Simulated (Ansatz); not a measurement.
A made-up structure of CH$_{2}$AlS, doublet:

```tsv
atom	x (Å)	y (Å)	z (Å)
Al1	-0.2260	0.6150	-0.4365
C2	0.7615	-2.0726	1.4709
S3	0.3188	-0.8684	0.6168
H4	0.8786	1.2648	-1.3572
H5	-1.7329	1.0612	-0.2939
```

It is relaxed with PBE-D4/def2-SVP and then PBE0-D4/def2-TZVP (Ansatz 0.2.0). Atoms count as bonded within 1.22 times the sum of their covalent radii (H–H: 0.88 Å). The end point is not checked to be a true minimum.

Q: Does its bonding change? (Judge from chemistry; the calculation decides.)

A: By the calculation: Yes. Formed: Al1–C2; broken: Al1–S3.

Where it ends: The first stage lowers the energy by 3.50 eV in 30 steps. It ends as CH₂AlS ([AlH2][C][S]):
Al1  (-0.305, 0.429, -0.585)
C2  (0.431, -0.606, 0.827)
S3  (1.028, -1.445, 1.973)
H4  (0.704, 0.918, -1.696)
H5  (-1.857, 0.705, -0.518)
(Å)

Labels in which every atom is bracketed show which atoms are joined, not bond orders.

For scale, one of the runs: PBE0-D4/def2-TZVP relaxation, 117 basis functions, launched by `ansatz run in.yaml --threads 2 --pin off --events-out ev --progress --plain --max-ram 4352MiB`. Hardware: 2 CPU threads of an Intel Xeon Platinum 8259CL, shared host. Wall time about 27 s.
